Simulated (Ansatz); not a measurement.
Rutile CrO2, treated with PBEsol in Ansatz (PAW).

Run with plane-wave cutoff 520 eV, 12×12×18 k mesh (along the axes of the cell as run), Fermi–Dirac smearing 0.05 eV, spin-polarised with parallel moments, scalar-relativistic PAW data made under PBE.

Cell (relaxed at this level):

```xyz
6
Lattice="4.3921 0.0000 0.0000 0.0000 4.3921 0.0000 0.0000 0.0000 2.8875" Properties=species:S:1:pos:R:3 pbc="T T T"
Cr     0.0000     0.0000     0.0000
Cr     2.1961     2.1961     1.4438
O      1.3320     1.3320     0.0000
O      3.5281     0.8640     1.4438
O      0.8640     3.5281     1.4438
O      3.0601     3.0601     0.0000
```
Starting moments (μB, in the order of the record's atoms Cr Cr O O O O): 2.5 2.5 0.0 0.0 0.0 0.0.

Question: What does this level give for the bulk modulus, magnetic moment (largest site, within a sphere) and pressure derivative B′ of the bulk modulus?

Answer: 
* **bulk modulus**: 256 GPa
* **magnetic moment (largest site, within a sphere)**: 1.70 μB
* **pressure derivative B′ of the bulk modulus**: 5.0

The run finds no gap.

Measured, for comparison: bulk modulus 242 ± 2 GPa (temperature not stated, no zero-point or thermal correction, equation of state from high-pressure X-ray diffraction; as tabulated in Datta et al. (2023), arXiv:2307.04584). Computed (rounded) less measured: bulk modulus +6 %. A static lattice is as a rule a little smaller and stiffer than an uncorrected measurement, which narrows the difference in the bulk modulus and would widen misses of the other sign.

Note: the bulk modulus comes from volumes at which shape and atoms were relaxed.

Moments are spin moments.

The computed numbers hold no vibrational or temperature effects.

The result took around 30 core-minutes (rough).

Ansatz is a first-principles code.
